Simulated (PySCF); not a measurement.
Species: C₅H₉N.
Atom-mapped SMILES: `[CH2:1]=[CH:2][C@@H:3]1[NH:4][C@@H:5]1[CH3:6]`

NICS = −σ at a ghost point: NICS(0) at the centroid of the ring atoms, NICS(1) 1 Å to either side along the normal of their mean plane, zz for the tensor component along that normal. Level: GIAO PBE0/pcSseg-1 (PySCF, non-relativistic, gas phase) on the GFN2-xTB geometry, one conformer.

Ring bond lengths (Å), with Mayer bond orders in brackets: C3–N4 1.449 (0.96), N4–C5 1.443 (0.94), C5–C3 1.496 (0.93).

Problem. Give the NICS values of each ring in ppm.

Solution. 
```
    ring                                             type  NICS(0)  NICS(1), two faces  NICS(1)zz, two faces  rms pucker (Å)  centre to ring atoms, mean (Å)
C3–N4–C5  3-membered ring with N; formal bonds all single    -45.7         -5.5 / -8.8         -22.3 / -19.6            0.00                            0.84
```

Problem. What do they say, and how far can they be read as aromaticity?

Solution. 
- C3–N4–C5: mean NICS(1)zz -20.9 ppm, shielded. C3, C5 have four or more neighbours, and the NICS criterion for π rings isn't applied. A hydrogen on N4, outside the ring, lies only 1.30 Å from a NICS(1) probe, which then mostly feels that atom. NICS(0) lies 39 ppm below the mean NICS(1).

Problem. What are the shieldings of the ring atoms and their hydrogens in the same run (means over atoms taken as equivalent)?

Solution. 
| atoms | environment | σ isotropic (ppm) | principal values of the symmetric part, first atom (ppm) |
| --- | --- | --- | --- |
| C3 | sp3 carbon bound to nitrogen | 148.7 | 113.2, 138.1, 194.9 |
| N4 | secondary amine nitrogen | 226.1 | 154.1, 250.8, 273.3 |
| C5 | sp3 carbon bound to nitrogen | 151.0 | 112.5, 151.8, 188.7 |
| H on C3 | methine hydrogen | 29.22 | 21.8, 26.9, 38.9 |
| H on N4 | N–H hydrogen | 31.79 | 25.7, 28.2, 41.4 |
| H on C5 | methine hydrogen | 29.65 | 22.6, 27.2, 39.2 |

Shape of the structure used: `[CH2:1]=[CH:2][C@@H:3]1[NH:4][C@@H:5]1[CH3:6]`: C1–C2–C3–N4 2°.
